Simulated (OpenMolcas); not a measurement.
**SiH3 (SMILES [SiH3]), step by step**

We compute the energy (UHF/6-31G), then a single-point energy (CASSCF(3,3)/6-31G), then the energy (CASPT2(3,3)/6-31G), then a single-point energy (SC-NEVPT2(3,3)/6-31G), then a single-point energy (MRCI(3,3)/6-31G) of SiH3. 

Program for the calculation: OpenMolcas 26.06.

**1. The molecule**

SiH3 has 4 atoms, charge 0, and is taken as a doublet. SMILES: `[SiH3]`. The Si1–H4 distance was set to 3.715 Å, away from the relaxed value. At this shape a bond of the SMILES string is far longer than usual.

Bond lengths: Si1–H2 1.486 Å, Si1–H3 1.486 Å. Angles: H2–Si1–H3 111.2°.

**2. The energy at UHF/6-31G (run 1)**

The input, input.xyz:

```xyz
4

Si     1.677780    -1.212121     1.119905
H      1.943150    -0.519921     2.407835
H      1.159960    -2.586871     1.344065
H     -0.628890     0.763250    -1.019990
```

The input, step1.input:

```
&GATEWAY
 BASLIB=$CurrDir
 COORD=input.xyz
 BASIS=6-31G
 GROUP=NoSym

&SEWARD

&SCF
 UHF
 SPIN=2
 SCRAMBLE=0.25
 PRORBITALS=1 1
```

The basis set 6-31G is read from a file made from the Basis Set Exchange's data (not shown).

Launch:

```console
$ export MOLCAS_MEM=1860
$ pymolcas step1.input > step1.log
```

The log of the run, shortened:

```text
--- Start Module: gateway ---
[...]
--- Stop Module: gateway /rc=_RC_ALL_IS_WELL_ ---
--- Start Module: seward ---
[...]
      Basis functions           19
--- Stop Module: seward /rc=_RC_ALL_IS_WELL_ ---
--- Start Module: scf ---
[...]
       Convergence after  18 Iterations
[...]
::    Total SCF energy                               -290.4644441480
[...]
      Total spin, S                                     0.9109106498
[...]
      Total electronic charge=   17.000000
      Total            charge=   -0.000000
[...]
      Dipole Moment (debye):
      Origin of the operator (angstrom)=    1.5946   -1.1701    1.0995
                   X=  9.7824E-02               Y=  2.2193E-01               Z= -5.0325E-01           Total=  5.5864E-01
      Quadrupole Moment (debye*angstrom):
[...]
--- Stop Module: scf /rc=_RC_ALL_IS_WELL_ ---
[...]
```

Run time: 1.9 s. Hardware: 1 thread of Arm Neoverse V1, shared host; peak memory 0.37 GiB.

**3. The energy at CASSCF(3,3)/6-31G (run 2)**

input.xyz is that of step 2.

The input, step2.inp:

```
* H3Si CASSCF
>>> EXPORT MOLCAS_PRINT=2
&gateway
baslib=$CurrDir
coord=input.xyz
basis=6-31G
group=NoSym
&seward
&rasscf
fileorb=$CurrDir/step1.UnaOrb
spin=2
nactel=3 0 0
inactive=7
ras2=3
orblisting=Nothing
orbappear=Compact
```

The basis set 6-31G is read from a file made from the Basis Set Exchange's data (not shown).

Launch:

```console
$ export MOLCAS_MEM=1860
$ pymolcas step2.inp > step2.log
```

The log of the run, shortened:

```text
--- Start Module: gateway ---
[...]
--- Stop Module: gateway /rc=_RC_ALL_IS_WELL_ ---
--- Start Module: seward ---
[...]
      Basis functions           19
--- Stop Module: seward /rc=_RC_ALL_IS_WELL_ ---
--- Start Module: rasscf ---
[...]
      Number of active orbitals                  3
[...]
      Spin quantum number                      0.5
[...]
      Active orbitals                            3
[...]
      Number of CSFs                             8
[...]
      Number of root(s) required                 1
[...]
      Convergence after 24 iterations
[...]
      printout of CI-coefficients larger than  0.05 for root  1
      energy=    -290.469597
      conf/sym  111     Coeff  Weight
             2  u20  -0.98806 0.97626
             7  u02   0.15291 0.02338
      Natural orbitals and occupation numbers for root  1
      sym 1:   0.999966   1.952778   0.047255
      ************************************************************************************************************************
      *                                                    Final results                                                     *
[...]
::    RASSCF root number  1 Total energy:   -290.46959674
[...]
      Total electronic charge=   17.000000
      Total            charge=   -0.000000
[...]
      Dipole Moment (debye):
      Origin of the operator (angstrom)=    1.5946   -1.1701    1.0995
                   X= -2.1228E-01               Y= -4.9728E-01               Z=  1.1225E+00           Total=  1.2459E+00
      Quadrupole Moment (debye*angstrom):
[...]
--- Stop Module: rasscf /rc=_RC_ALL_IS_WELL_ ---
[...]
```

It took 2.1 s on 1 thread of Arm Neoverse V1, shared host; peak memory 0.37 GiB.

**4. A single-point energy at CASPT2(3,3)/6-31G (run 3)**

input.xyz is that of step 3.

The input, step3.inp:

```
&GATEWAY
  BASLIB
  $CurrDir
  COORD
  input.xyz
  BASIS
  6-31G
  GROUP
  NoSym

&SEWARD

&RASSCF
  FILEORB
  $CurrDir/step2.RasOrb
  SPIN
  2
  NACTEL
  3 0 0
  INACTIVE
  7
  RAS2
  3
  ORBLISTING
  Nothing
  ORBAPPEAR
  Compact

&CASPT2
  IMAGINARY
  0.1
  FROZEN
  5
```

The basis set 6-31G is read from a file made from the Basis Set Exchange's data (not shown).

Launch:

```console
$ export MOLCAS_MEM=1860
$ pymolcas step3.inp > step3.log
```

The log of the run, shortened:

```text
--- Start Module: gateway ---
[...]
--- Stop Module: gateway /rc=_RC_ALL_IS_WELL_ ---
[...]
      Basis functions           19
[...]
--- Start Module: rasscf ---
[...]
      Number of active orbitals                  3
[...]
      Spin quantum number                      0.5
[...]
      Active orbitals                            3
[...]
      Number of CSFs                             8
[...]
      Number of root(s) required                 1
[...]
      Convergence after  4 iterations
[...]
      printout of CI-coefficients larger than  0.05 for root  1
      energy=    -290.469597
      conf/sym  111     Coeff  Weight
             2  u20  -0.98806 0.97626
             7  u02   0.15291 0.02338
      Natural orbitals and occupation numbers for root  1
      sym 1:   0.999966   1.952778   0.047256
      ************************************************************************************************************************
      *                                                    Final results                                                     *
[...]
::    RASSCF root number  1 Total energy:   -290.46959674
[...]
      Total electronic charge=   17.000000
      Total            charge=   -0.000000
[...]
      Dipole Moment (debye):
      Origin of the operator (angstrom)=    1.5946   -1.1701    1.0995
                   X= -2.1238E-01               Y= -4.9723E-01               Z=  1.1225E+00           Total=  1.2459E+00
      Quadrupole Moment (debye*angstrom):
[...]
--- Stop Module: rasscf /rc=_RC_ALL_IS_WELL_ ---
--- Start Module: caspt2 ---
[...]
 ###    WARNING: User changed nr of frozen orbitals.                         ###
 ###############################################################################
[...]
      E2 (Variational):          -0.0371088302
      Total energy:            -290.5067055671
[...]
      Reference weight:           0.98016
[...]
::    CASPT2 Root  1     Total energy:   -290.50670557
[...]
--- Stop Module: caspt2 /rc=_RC_ALL_IS_WELL_ ---
[...]
```

Wall time 1.8 s (1 thread of Arm Neoverse V1, shared host); peak memory 0.37 GiB.

**5. The energy at SC-NEVPT2(3,3)/6-31G (run 4)**

input.xyz is that of step 4.

The input, step4.inp:

```
&gateway
  baslib = $CurrDir
  coord = input.xyz
  basis = 6-31G
  group = NoSym

&seward

&rasscf
  fileorb = $CurrDir/step2.RasOrb
  spin = 2
  nactel = 3 0 0
  inactive = 7
  ras2 = 3
  orblisting = Nothing
  orbappear = Compact

&caspt2
  sc-nevpt2
  frozen = 5
```

The basis set 6-31G is read from a file made from the Basis Set Exchange's data (not shown).

Launch:

```console
$ export MOLCAS_MEM=1860
$ pymolcas step4.inp > step4.log
```

The log of the run, shortened:

```text
--- Start Module: gateway ---
[...]
--- Stop Module: gateway /rc=_RC_ALL_IS_WELL_ ---
[...]
      Basis functions           19
[...]
--- Start Module: rasscf ---
[...]
      Number of active orbitals                  3
[...]
      Spin quantum number                      0.5
[...]
      Active orbitals                            3
[...]
      Number of CSFs                             8
[...]
      Number of root(s) required                 1
[...]
      Convergence after  4 iterations
[...]
      printout of CI-coefficients larger than  0.05 for root  1
      energy=    -290.469597
      conf/sym  111     Coeff  Weight
             2  u20  -0.98806 0.97626
             7  u02   0.15291 0.02338
      Natural orbitals and occupation numbers for root  1
      sym 1:   0.999966   1.952778   0.047256
      ************************************************************************************************************************
      *                                                    Final results                                                     *
[...]
::    RASSCF root number  1 Total energy:   -290.46959674
[...]
      Total electronic charge=   17.000000
      Total            charge=   -0.000000
[...]
      Dipole Moment (debye):
      Origin of the operator (angstrom)=    1.5946   -1.1701    1.0995
                   X= -2.1238E-01               Y= -4.9723E-01               Z=  1.1225E+00           Total=  1.2459E+00
      Quadrupole Moment (debye*angstrom):
[...]
--- Stop Module: rasscf /rc=_RC_ALL_IS_WELL_ ---
--- Start Module: caspt2 ---
[...]
 ###    WARNING: User changed nr of frozen orbitals.                         ###
 ###############################################################################
[...]
      E2 (Variational):          -0.0353519591
[...]
      E2 (Variational):          -0.0353475884
      Total energy:            -290.5049443253
[...]
      Reference weight:           0.98249
[...]
::    SC-NEVPT2 Root  1     Total energy:   -290.50494433
[...]
--- Stop Module: caspt2 /rc=_RC_ALL_IS_WELL_ ---
[...]
```

Wall time 1.8 s (1 thread of Arm Neoverse V1, shared host); peak memory 0.37 GiB.

**6. The energy at MRCI(3,3)/6-31G (run 5)**

input.xyz is that of step 5.

The input, step5.inp:

```
&GATEWAY
BasLib
$CurrDir
Coord
input.xyz
Basis
6-31G
Group
NoSym
&SEWARD
&RASSCF
FileOrb
$CurrDir/step2.RasOrb
Spin
2
Nactel
3 0 0
Inactive
7
Ras2
3
OrbListing
Nothing
OrbAppear
Compact
&MOTRA
LumOrb
Frozen
5
&GUGA
Electrons
7
Spin
2
Inactive
2
Active
3
CIAll
1
&MRCI
SDCI
```

The basis set 6-31G is read from a file made from the Basis Set Exchange's data (not shown).

Launch:

```console
$ export MOLCAS_MEM=1860
$ pymolcas step5.inp > step5.log
```

The log of the run, shortened:

```text
--- Start Module: gateway ---
[...]
--- Stop Module: gateway /rc=_RC_ALL_IS_WELL_ ---
[...]
      Basis functions           19
[...]
      Number of active orbitals                  3
[...]
      Spin quantum number                      0.5
[...]
      Active orbitals                            3
[...]
      Number of CSFs                             8
[...]
      Number of root(s) required                 1
[...]
      Convergence after  4 iterations
[...]
      printout of CI-coefficients larger than  0.05 for root  1
      energy=    -290.469597
      conf/sym  111     Coeff  Weight
             2  u20  -0.98806 0.97626
             7  u02   0.15291 0.02338
      Natural orbitals and occupation numbers for root  1
      sym 1:   0.999966   1.952778   0.047256
      ************************************************************************************************************************
      *                                                    Final results                                                     *
[...]
::    RASSCF root number  1 Total energy:   -290.46959674
[...]
      Dipole Moment (debye):
      Origin of the operator (angstrom)=    1.5946   -1.1701    1.0995
                   X= -2.1238E-01               Y= -4.9723E-01               Z=  1.1225E+00           Total=  1.2459E+00
      Quadrupole Moment (debye*angstrom):
[...]
      *** WARNING: Default frozen orbitals is overwritten by user input.
      *** Default values:   2
[...]
--- Start Module: guga ---
[...]
--- Stop Module: guga /rc=_RC_ALL_IS_WELL_ ---
--- Start Module: mrci ---
[...]
       (But an ACPF correction will be computed)
       USE THE DEFAULT ACPF G-VALUE GFAC=  0.28571428571428570
[...]
                      CI ENERGY:  -290.52084178
[...]
                ACPF CORRECTION:    -0.00164038
[...]
      Total electronic charge=   17.000000
      Total            charge=    0.000000
[...]
     ACPF CORRECTION:     -0.00164038
[...]
  CI State   1     Total energy:   -290.52084178     QDav:     -0.00232631     QACPF:     -0.00164038
[...]
--- Stop Module: mrci /rc=_RC_ALL_IS_WELL_ ---
[...]
```

It took 2 s on 1 thread of Arm Neoverse V1, shared host; peak memory 0.37 GiB.

**7. What came out**

| quantity | value |
| --- | --- |
| run 1, UHF/6-31G: total energy | -290.46444 Eh |
| run 1, UHF/6-31G: dipole moment | 0.56 D |
| run 1, UHF/6-31G: HOMO energy (highest over α and β) | -8.41 eV |
| run 1, UHF/6-31G: LUMO energy (lowest over α and β) | 0.43 eV |
| run 1, UHF/6-31G: ⟨S²⟩ | 1.741 |
| run 2, CASSCF(3,3)/6-31G: total energy | -290.46960 Eh |
| run 2, CASSCF(3,3)/6-31G: dipole moment (CASSCF density) | 1.25 D |
| run 3, CASPT2(3,3)/6-31G: total energy | -290.50671 Eh |
| run 3, CASPT2(3,3)/6-31G: dipole moment (CASSCF density) | 1.25 D |
| run 4, SC-NEVPT2(3,3)/6-31G: total energy | -290.50494 Eh |
| run 4, SC-NEVPT2(3,3)/6-31G: dipole moment (CASSCF density) | 1.25 D |
| run 5, MRCI(3,3)/6-31G: total energy | -290.52084 Eh |
| run 5, MRCI(3,3)/6-31G: dipole moment (CASSCF density) | 1.25 D |

What this shows: ⟨S²⟩ (run 1, UHF/6-31G) is 1.74 where a pure doublet has 0.75: the reference is spin-contaminated. The run (run 1, UHF/6-31G) may have ended on a state above the lowest. Mulliken charges (run 3, CASPT2(3,3)/6-31G) of the CASSCF density run from -0.23 on H2 to +0.45 on Si1; they depend strongly on the basis.
